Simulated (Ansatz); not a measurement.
CH₆NSi (`C[SiH]N`) radical, relaxed with UKS PBE0-D4/def2-TZVP in Ansatz 0.2.0 from a PBE-D4/def2-SVP geometry. The force threshold is 0.005 eV/Å; the program also tests the step.

The species carries charge 0 and has multiplicity 2.

Start:

```xyz
9

C     1.356   -0.203   -0.066
Si   -0.256    0.396    0.740
N    -1.554    0.234   -0.441
H     1.243   -1.244   -0.437
H     2.186   -0.178    0.669
H     1.647    0.440   -0.921
H    -0.645   -0.523    1.883
H    -2.516    0.334   -0.101
H    -1.461    0.743   -1.327
```

How much energy does the relaxation release, and in how many steps? (Estimate.)

The calculation gave: 1.06 kcal/mol, in 6 steps, 1 of them rejected.

Which bonds change most? (Best estimate.)

Ansatz gave: Si2–N3 from 1.763 to 1.730 Å; C1–Si2 from 1.900 to 1.876 Å; Si2–H7 from 1.517 to 1.497 Å; C1–H5 from 1.109 to 1.092 Å.

Give the relaxed structure. (Best estimate.)

Ansatz gave: 
```xyz
9

C     1.339   -0.201   -0.068
Si   -0.253    0.379    0.738
N    -1.531    0.262   -0.421
H     1.229   -1.224   -0.440
H     2.159   -0.177    0.653
H     1.614    0.444   -0.906
H    -0.645   -0.518    1.871
H    -2.487    0.333   -0.106
H    -1.426    0.702   -1.322
```
